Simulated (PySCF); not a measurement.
Molecule: `InChI=1S/C3H10NP/c1-5(2,3)4/h4H,1-3H3`.

Geometry (Å), atoms numbered from 1 in this order:
```xyz
15

C    -0.573    1.138   -1.168
P    -0.209    0.211    0.343
C    -0.719   -1.511   -0.032
C     1.622    0.079    0.367
N    -0.914    0.952    1.535
H    -0.139    0.662   -2.059
H    -0.170    2.155   -1.054
H    -1.664    1.211   -1.272
H    -0.479   -2.152    0.830
H    -0.221   -1.914   -0.927
H    -1.809   -1.523   -0.177
H     2.031   -0.355   -0.558
H     2.037    1.087    0.519
H     1.924   -0.546    1.221
H    -0.804    0.498    2.440
```

Geometry PBE0-D3(BJ)/def2-SVP throughout; GIAO in PySCF, gas phase, one conformer, non-relativistic; equivalent atoms averaged; basis pcSseg-1.

Q: How do the absolute shieldings σ depend on the functional? (ppm; last column core-seconds on 1 thread of an Arm Neoverse V1, shared host; the GGAs took longer than the global hybrids here, which isn't the general rule, and the cause wasn't traced)

A: 
```
functional           kind  C1/C3/C4     P2     N5  H6/H7/H8/H9/H10/H11/H12/H13/H14    H15  core-s
        HF   Hartree–Fock     171.9  364.2  240.0                            30.62  32.45     5.3
       LDA            LDA     156.7  306.6  202.1                            29.60  30.79      15
       PBE            GGA     157.8  321.7  207.3                            30.01  31.41      18
      BLYP            GGA     152.9  305.3  203.5                            30.18  31.62      17
      BP86            GGA     157.4  319.0  206.3                            30.07  31.47      17
      OPBE            GGA     164.6  349.9  217.3                            30.04  31.58      18
       KT2            GGA     161.7  352.3  208.1                            30.01  31.37      18
       KT3            GGA     161.8  354.1  212.7                            30.17  31.66      18
     B97-D            GGA     157.4  325.9  209.9                            30.21  31.72      17
     B3LYP  global hybrid     157.3  315.7  211.1                            30.24  31.74      11
      PBE0  global hybrid     162.8  333.8  216.6                            30.12  31.62      11
  mPW1PW91  global hybrid     161.9  331.3  216.3                            30.17  31.69      11
```

Q: Which nucleus moves most, in ppm?

A: P2 (phosphorus bonded to 3 C, N): from 305.3 ppm with BLYP to 364.2 ppm with HF. The smallest spread is 1.02 ppm, at H6/H7/H8/H9/H10/H11/H12/H13/H14. Proton shifts span only some 12 ppm, so a few tenths of a ppm matter as much there as several ppm in carbon.
